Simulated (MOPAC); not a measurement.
MOPAC input (PM6):

```
PM6 PRECISE GNORM=0.05 LET XYZ CHARGE=-1 GEO-OK AUX(PRECISION=9) THREADS=1
NO

N    -0.00000000 1   -0.00000000 1   -0.67156643 1
O     0.00000000 1    0.00000000 1    0.58762062 1
```

From the last part of the output:

```
                                                       MOPAC v23.2.5 Linux

          FINAL HEAT OF FORMATION =         38.89970 KCAL/MOL =     162.75635 KJ/MOL

          COSMO AREA              =         53.23 SQUARE ANGSTROMS
          COSMO VOLUME            =         35.23 CUBIC ANGSTROMS

          GRADIENT NORM           =          0.00058          =       0.00041 PER ATOM
          IONIZATION POTENTIAL    =         -0.145781 EV
          HOMO LUMO ENERGIES (EV) =          0.146  7.502
          NO. OF FILLED LEVELS    =          6
          MOLECULAR WEIGHT        =         30.0061         POINT GROUP:  C*v

          MOLECULAR DIMENSIONS (Angstroms)

            Atom       Atom       Distance
            O     2    N     1     1.20845
            O     2    N     1     0.00000
            N     1    O     2     0.00000

          SCF CALCULATIONS        =          8

   ATOM   CHEMICAL          X               Y               Z
  NUMBER   SYMBOL      (ANGSTROMS)     (ANGSTROMS)     (ANGSTROMS)

     1       N          0.00000000  *   0.00000000  *  -0.64619719  *
     2       O          0.00000000  *  -0.00000000  *   0.56225138  *

                             CARTESIAN COORDINATES

   1    N        0.000000000     0.000000000    -0.646197193
   2    O        0.000000000    -0.000000000     0.562251384

           Empirical Formula: N O  =     2 atoms

      MOLECULAR POINT GROUP   :   C*v

                  EIGENVALUES
 -24.80489 -14.67293  -7.61147  -6.97530  -6.18447   0.14578   7.50201  11.89019

              NET ATOMIC CHARGES AND DIPOLE CONTRIBUTIONS

  ATOM NO.   TYPE          CHARGE      No. of ELECS.   s-Pop       p-Pop
    1          N          -0.530819        5.5308     1.88511     3.64571
    2          O          -0.469181        6.4692     1.89335     4.57583
 DIPOLE           X         Y         Z       TOTAL
 POINT-CHG.     0.000    -0.000     0.372     0.372
 HYBRID         0.000     0.000     0.770     0.770
 SUM            0.000     0.000     1.141     1.141

          ATOMIC ORBITAL ELECTRON POPULATIONS

     Atom    s        px        py        pz
    1  N   1.88511   2.00000   0.64894   0.99677
    2  O   1.89335   2.00000   1.35106   1.22477

 **********************
 *                    *
 * JOB ENDED NORMALLY *
 *                    *
 **********************

 == MOPAC DONE ==
```

The dipole moment of an ion depends on the origin.
